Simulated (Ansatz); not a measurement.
A nudged elastic band was laid between two geometries of Cl2H2Si + H (6 atoms, charge 0, multiplicity 2).

All numbers below come from Ansatz, UHF/def2-SVP.

```
movable images  : 7
climbing image  : yes
spring          : 5.0 eV/Å²
optimiser       : quadratic models (default)
start path      : through a guess of the saddle point
force threshold : 0.03 eV/Å
iteration limit : 60
end points      : relaxed
```

Initial state:

```xyz
6
Properties=species:S:1:pos:R:3
Si -0.015 0.000 -0.391
H -0.036 0.000 1.075
H 1.346 0.000 -0.935
Cl -0.985 1.686 -1.064
Cl -0.985 -1.686 -1.064
H 0.045 0.000 4.854
```

Final state:

```xyz
6
Properties=species:S:1:pos:R:3
Si -0.025 0.000 -0.893
H -0.216 0.000 3.653
H 1.370 0.000 -1.368
Cl -0.966 1.694 -1.604
Cl -0.966 -1.694 -1.604
H 0.174 0.000 4.291
```

(1) Which bonds break or form, and what moves?

(2) What energy profile does the band end with?

(3) What is the geometry of the highest image?

(4) What are the harmonic wavenumbers there?

The band took 14 iterations and of the order of 90 core-seconds.

Answers

(1) Bonds broken: Si1–H2. Bonds formed: H2–H6. Cl2H2Si + H becomes Cl2HSi + H2.

(2) The forces met the threshold. The highest image is number 3 of 0 to 8, 69.1 kJ/mol above the first end and 87.4 kJ/mol above the last; the last end lies 18.3 kJ/mol below the first. A vibrational analysis at the climbing image gives one clearly imaginary mode, 2006i cm⁻¹: a first-order saddle point.

```csv
image,path coordinate (Å),energy (kJ/mol),Si1–H2 (Å),H2–H6 (Å)
0,0.00,0.0,1.47,3.78
1,0.81,0.5,1.47,2.92
2,1.61,7.8,1.46,2.04
3,2.42,69.1,1.70,1.00
4,3.06,9.5,2.39,0.75
5,3.70,-11.4,2.93,0.75
6,4.34,-17.1,3.48,0.75
7,4.98,-18.2,4.01,0.75
8,5.62,-18.3,4.55,0.75
```

(3) 
```xyz
6
Properties=species:S:1:pos:R:3:forces:R:3
Si 0.008 0.000 -0.009 0.01 0.00 0.00
H -0.020 0.000 1.689 0.00 0.00 0.00
H 1.378 0.000 -0.543 -0.01 0.00 0.00
Cl -0.966 1.689 -0.676 0.00 0.00 0.00
Cl -0.966 -1.689 -0.676 0.00 0.00 0.00
H -0.064 0.000 2.690 0.00 0.00 0.00
```

(4) 2006i, 172, 185, 199, 540, 610, 718, 830, 1052, 1068, 1146, 2382 cm⁻¹.

Time of the run: 90 s on 1 thread of Arm Neoverse V2, on a shared host, peak memory 0.15 GiB.
